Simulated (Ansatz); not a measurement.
# Basis-set limit of C3H7O, doublet

```
atom    x (Å)    y (Å)    z (Å)
   C  -0.1773   1.0336  -0.6670
   C  -0.2314  -0.3541  -0.1307
   C   1.0308  -0.7449   0.6307
   O  -1.3937  -0.5656   0.6436
   H  -1.1091   1.5169  -0.9731
   H   0.7714   1.5070  -0.9329
   H  -0.3426  -1.0577  -0.9823
   H   1.9231  -0.6812  -0.0110
   H   0.9403  -1.7743   1.0053
   H   1.1871  -0.0753   1.4927
   H  -1.3871   0.0937   1.3474
```

Ansatz 0.2.0, UHF determinant, valence electrons correlated. Energies in eV.

```
       set  X  functions  Hartree–Fock  MP2 correlation  CCSD(T) correlation                                                                                                                time
def2-TZVPP  3        222    -5240.0398         -20.0210             -21.8966     16 s on 1 × NVIDIA H100 80GB HBM3 with 1 thread of AMD EPYC 7R13 Processor (Zen 3), with other jobs on the host
def2-QZVPP  4        438    -5240.2883         -21.4249             -23.1601  5.5 min on 1 × NVIDIA H100 80GB HBM3 with 1 thread of AMD EPYC 7R13 Processor (Zen 3), with other jobs on the host
```

Hartree–Fock is taken to follow E(X) = E∞ + A·exp(−7.88·√X), correlation E(X) = E∞ + B·X^−2.97.

Task: Work out the CCSD(T) energy at the limit, and how far the shortcut misses it that extrapolates MP2 and adds CCSD(T) minus MP2 from the smaller set.

Result: Hartree–Fock: E∞ = E4 + 0.1377·(E4 − E3) = -5240.3225. Correlation: E∞ = E4 + 0.7407·(E4 − E3) = -24.0960 for CCSD(T) and -22.4649 for MP2. The limit is -5264.4185 eV, 0.970 eV below def2-QZVPP. The shortcut gives a correlation energy of -22.4649 + (-1.8756) = -24.3405, 244 meV lower than the direct value.
